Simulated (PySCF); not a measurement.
C₃H₅FO.
SMILES: `CO/C=C\F`

The calculation used MP2 and CCSD/aug-cc-pVDZ in PySCF, restricted Hartree–Fock reference, 5 core orbitals frozen, non-relativistic, gas phase, PBE0-D3(BJ)/def2-SVP geometry.

E(HF) = -290.79739 Eh.

Task: How large is the problem?

Result: 160 basis functions and 40 electrons; 5 orbitals frozen, which leaves o = 15 correlated occupied and v = 140 virtual orbitals. That is o·v = 2100 singles and o·v(o·v + 1)/2 = 2206050 distinct closed-shell doubles amplitudes before symmetry; the costliest CCSD step grows as o²v⁴ = 8.6 × 10^10.

Task: What are the MP2 and CCSD correlation energies?

Result: MP2 -0.8192 Eh and CCSD -0.8571 Eh, which gives totals of -291.61657 and -291.65445 Eh. That is 0.777 eV for each correlated electron at CCSD (2250 kJ/mol in all, 0.294 % of the total energy); MP2 gives 95.6 % of the CCSD value.

Task: What is the T1 diagnostic?

Result: 0.0134, below the customary warning level of 0.02. It is the norm of the spatial-orbital singles amplitudes over the root of the number of correlated electrons, so the norm is 0.073.

Task: How does correlation change the dipole moment?

Result: HF gives 0.39 D and CCSD (unrelaxed density) 0.25 D, a change of -0.14 D; the two vectors are 14° apart.

Connected triples and the basis-set limit are missing.

The job also held the EOM ionisation roots. Time: 6.4 min wall; peak memory 3.0 GiB. Hardware: one thread of an Arm Neoverse V2, no GPU, shared host with 96 logical CPUs at a one-minute load of 37.

Shape of the structure used: `[CH3:1][O:2]/[CH:3]=[CH:4]\[F:5]`: C1–O2–C3–C4 2°.

One conformer stands for the species.
